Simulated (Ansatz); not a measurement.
CH4OS2, SMILES OCSS, a short molecular-dynamics run

With Ansatz 0.2.0, Python API.

Contents of `ch4os2.xyz`:
```text
8

O    -0.94850    0.65350   -0.31800
C     0.37200    0.71830    0.03160
S     0.76280   -0.61970    1.16010
S     0.39370   -2.27960    0.06800
H    -1.13120    1.43340   -0.95910
H     0.58690    1.69060    0.52340
H     1.01840    0.65400   -0.86550
H    -0.96200   -2.30770    0.30360
```

Notebook, run cell by cell (the value of a cell's last expression is shown):

**Cell 1**
```python
import ansatz as az
import numpy as np
```

**Cell 2**
```python
SETTINGS = {
    "basis": "def2-SVP",
    "xc": "hf",
    "n_steps": 30,
    "temperature_k": 300,
}
```

**Cell 3**
```python
mol = az.Crystal.molecule_from_extxyz("ch4os2.xyz")
```

**Cell 4**
```python
setup = (
    mol.calculation()
    .basis(gaussian=SETTINGS["basis"])
    .functional(SETTINGS["xc"])
    .accuracy("medium")
    .md("nvt_langevin", timestep=0.5, steps=SETTINGS["n_steps"], temperature=SETTINGS["temperature_k"], initial_velocities="maxwell_boltzmann", seed=1, friction=0.05)
)
frames = []
out = setup.session().plan().execute(on_event=lambda e: frames.append(e["data"]) if e["event"] == "md_step" else None)
print("t (fs)   E_pot (eV)      E_kin (eV)   T (K)   d(0-1) (A)")
for f in frames[::2]:
    xyz = np.array(f["positions_ang"])
    print(f"{f['time_fs']:6.2f} {f['lagrangian_ev']:14.5f} {f['e_kin_ev']:10.5f} {f['temperature_k']:8.1f} {np.linalg.norm(xyz[0] - xyz[1]):9.4f}")
print("mean temperature", round(float(np.mean([f["temperature_k"] for f in frames])), 1), "K")
```
Output:
```text
t (fs)   E_pot (eV)      E_kin (eV)   T (K)   d(0-1) (A)
  0.00   -24755.53791    0.27145    262.5    1.3675
  1.00   -24755.59728    0.32788    317.1    1.3653
  2.00   -24755.65344    0.37350    361.2    1.3641
  3.00   -24755.62746    0.33800    326.9    1.3637
  4.00   -24755.54613    0.26596    257.2    1.3631
  5.00   -24755.54042    0.29101    281.4    1.3624
  6.00   -24755.55317    0.28466    275.3    1.3620
  7.00   -24755.47578    0.20719    200.4    1.3629
  8.00   -24755.41433    0.17418    168.4    1.3657
  9.00   -24755.44966    0.22646    219.0    1.3700
 10.00   -24755.54688    0.34969    338.2    1.3771
 11.00   -24755.59599    0.41879    405.0    1.3892
 12.00   -24755.54393    0.40806    394.6    1.3966
 13.00   -24755.52165    0.37083    358.6    1.4003
 14.00   -24755.60516    0.50669    490.0    1.4010
 15.00   -24755.66308    0.56537    546.7    1.3981
mean temperature 323.7 K
```

Caveats:
- These settings explore the input space; basis and method may be short of convergence.
- The trajectory is only some femtoseconds long, so its temperature is not equilibrated; where the script doesn't relax first, it starts from a rough generated geometry.
- The printed temperature counts all 3N degrees of freedom under Langevin dynamics, so the first row lies under the target.
- Wall time of the script: 30 s on 1 thread of Arm Neoverse V2, with other jobs on the host, peak memory 0.22 GiB.
